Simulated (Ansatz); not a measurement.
`O/C=C(/F)Cl` + H₂O → `O/C=C(\O)F` + HCl at 298.15 K and 1 bar (formal hydrolysis of a C–Cl bond).

Gas-phase electronic energies from Ansatz, PBE0-D4/def2-TZVP geometries. CBS: MP2 limit from def2 TZ/QZ plus the TZ coupled-cluster correction, frozen cores. This one scheme is used for every species. Double bonds are as drawn, so ΔE can hold a change between cis and trans. One conformer a species, not always the lowest.

| species | CCSD(T)/CBS energy (Eh) | H − E (kJ/mol) | S (J/(mol·K)) |
| --- | --- | --- | --- |
| `O/C=C(/F)Cl` | -712.00367 | 122.3 | 306.5 |
| H₂O | -76.37941 | 66.4 | 188.7 |
| `O/C=C(\O)F` | -328.00386 | 158.7 | 299.6 |
| HCl | -460.38127 | 26.6 | 186.8 |

H − E and S are ideal-gas, rigid-rotor, harmonic terms from PBE0-D4/def2-TZVP, for one conformer and one mirror image of each species. 1 Eh = 2625.50 kJ/mol, R = 8.31446 J/(mol·K).

Task: By hand: ΔE, ΔH, ΔS and ΔG.

Result: ΔE = (-328.00386) + (-460.38127) − (-712.00367) − (-76.37941) = -0.00205 Eh = -5.4 kJ/mol. Δ(H − E) = 158.7 + 26.6 − 122.3 − 66.4 = -3.4, so ΔH = -8.8 kJ/mol. ΔS = 299.6 + 186.8 − 306.5 − 188.7 = -8.8 J/(mol·K). ΔG = -8.8 − 298.15 × (-8.8)/1000 = -6.2 kJ/mol.

Task: By hand: the equilibrium constant, and the temperature at which ΔG would vanish if ΔH and ΔS stayed fixed.

Result: log₁₀ K = −ΔG/(RT ln 10) = 1.1. ΔG = 0 at ΔH/ΔS = 1000 K, though so small a ΔH makes that figure unsure.

The number of gas molecules stays the same, so ΔS is small and ΔH decides. A doubt of 5 kJ/mol in ΔE shifts log₁₀ K by 0.9 here. Other conformers and mirror images would add mixing entropy, several J/(mol·K) or more a flexible species. These are equilibria of isolated gas molecules and say nothing of rates. Largest T1 diagnostic: 0.012 (customary marks: 0.02 for closed shells, 0.045 for open ones).
